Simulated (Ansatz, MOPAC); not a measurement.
Process, species as SMILES: Cl[Si](Cl)(F)Cl + 4 [H][H] (H2) → 3 Cl (HCl) + F (HF) + [SiH4] (SiH4)

Wanted: energy of full hydrogenation (enthalpy at 298 K), in kcal/mol. Terms: non-relativistic; 6-31G* and kin with 6d, 5d where marked; no dispersion term unless named; valence correlation only; no spin-orbit coupling. Basis-set limits of correlation are two-point, X^-3; Hartree-Fock from the larger set. First-principles rows: single points at B3LYP-D3(BJ) geometries (Ansatz, a quantum-chemistry and plane-wave program), with unscaled harmonic terms from B3LYP/6-31G* (Ansatz) at its own minima. Semi-empirical rows: MOPAC heats of formation at their own minima for 298 K.

| species | coefficient | E at HF/6-31G* (Ansatz), Eh | E at B3LYP/def2-TZVPD (Ansatz), Eh | H(298 K) - E, kcal/mol | heat of formation at PM3 (MOPAC), kcal/mol |
|---|---|---|---|---|---|
| F[Si](Cl)(Cl)Cl | -1 | -1767.02276 | -1770.32219 | 9.79 | -213.63 |
| [H][H] (H2) | -4 | -1.12669 | -1.17969 | 8.44 | -13.39 |
| Cl (HCl) | +3 | -460.05981 | -460.83688 | 6.28 | -20.47 |
| F (HF) | +1 | -100.00269 | -100.49371 | 7.76 | -62.75 |
| [SiH4] (SiH4) | +1 | -291.22510 | -291.91659 | 22.18 | 12.47 |

Coupled cluster (Ansatz) is a level with limits of its own, used here on species with T1 under 0.025 (0.045 for open shells) and stable references: CCSD(T)/CBS(cc-pV(T+d)Z,cc-pV(Q+d)Z). Value to compare with, CCSD(T)/CBS(cc-pV(T+d)Z,cc-pV(Q+d)Z) (Ansatz): 89.6 kcal/mol. 1 Eh = 627.5095 kcal/mol.

Task: Work the quantity out at each level, and compare with CCSD(T)/CBS(cc-pV(T+d)Z,cc-pV(Q+d)Z) (Ansatz).

Result: 
- HF/6-31G*: the sum of coefficient times E is 0.12230 Eh, or 76.74 kcal/mol; the thermal terms add 5.23. Result: 82.0 kcal/mol. Its difference against CCSD(T)/CBS(cc-pV(T+d)Z,cc-pV(Q+d)Z) (Ansatz) is -7.6 kcal/mol.
- B3LYP/def2-TZVPD: the sum of coefficient times E is 0.12001 Eh, or 75.31 kcal/mol; the thermal terms add 5.23. Result: 80.5 kcal/mol. Its difference against CCSD(T)/CBS(cc-pV(T+d)Z,cc-pV(Q+d)Z) (Ansatz) is -9.1 kcal/mol.
- PM3: the sum of coefficient times heat of formation is 155.50 kcal/mol; it needs no thermal term. Its difference against CCSD(T)/CBS(cc-pV(T+d)Z,cc-pV(Q+d)Z) (Ansatz) is 65.9 kcal/mol.
